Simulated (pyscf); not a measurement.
Optimised with ωB97X-D3(BJ)/def2-SVP in PySCF. MP2 and CC: frozen core, UHF for open shells. ΔMP2 is the change of the MP2 total energy from the triple- to the quadruple-zeta basis.

Q: Estimate the classical barrier height and the reaction energy of `[Cl][GaH2]` → `[ClH]` + `[GaH]` [singlet] at CCSD(T)/def2-TZVPP + ΔMP2(QZVPP). The step runs on the singlet surface, breaks Cl–Ga, Ga–H and forms Cl–H; take the reactant's lowest minimum found as zero.

A: ΔE‡ = 58.3 kcal/mol, ΔE = +47.5 kcal/mol. Zero-point energy shifts the barrier by -2.3 kcal/mol. It is a 1,1-elimination, with an imaginary mode of 1144i cm⁻¹. On the product side the descent ends in a complex, 5.4 kcal/mol under the separated species and 15.0 kcal/mol under the saddle at ωB97X-D3(BJ)/def2-TZVP. At ωB97X-D3(BJ) the barrier from the zero used here is 62.3 kcal/mol. One saddle was located; it need not be the lowest between these sides. The CCSD(T) − MP2 part came from Ansatz, without density fitting, on the same reference. The frozen core leaves the outer d or s,p core shells of the metals and heavy elements correlated in the MP2 and CC values, and def2-TZVPP describes them poorly, which can shift differences by a few kcal/mol. Elements up to Kr have no core potential and no relativistic terms here.
